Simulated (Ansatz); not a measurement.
Compare A (`NC1=CS1`) with its isomer B (`SC1=NC1`).

Computed with Ansatz on PBE0-D4/def2-TZVP structures; ΔE is electronic, products minus reactants. CCSD(T)/CBS is the MP2 limit (def2-TZVPP, def2-QZVPP) plus CCSD(T) − MP2 in def2-TZVPP, frozen cores. DFT in def2-TZVPP. Each species was taken in one conformer, which may not be the lowest.

Problem. Which isomer does CCSD(T)/CBS put lower? Give the gap. (Best estimate.)

Solution. Computed: B, by 40.3 kJ/mol.

Problem. Give E(B) − E(A) in kJ/mol with BLYP-D4, LDA (SPW92), MP2/def2-TZVPP, HF/def2-TZVPP, ωB97M-V, CCSD/def2-TZVPP, r2SCAN-D4. (Best estimate.)

Solution. Computed: BLYP-D4 -42.4, LDA (SPW92) -25.8, MP2/def2-TZVPP -45.9, HF/def2-TZVPP -49.3, ωB97M-V -40.2, CCSD/def2-TZVPP -51.2, r2SCAN-D4 -44.6. None reverses the order clearly.

Problem. Does the order hold for the free energy at 298.15 K (harmonic terms from PBE0-D4)? (Best estimate.)

Solution. The calculation gave: Yes: G(B) − G(A) = -42.8 kJ/mol, for one conformer each.

Largest T1 diagnostic: 0.013.

From BLYP to BHLYP (50 % exact exchange), in def2-TZVPP and without D4, E(B) − E(A) moves by +3.5 kJ/mol. At CCSD(T), def2-SVP lies −32.1 kJ/mol from the extrapolated value and def2-TZVPP −10.7 kJ/mol.
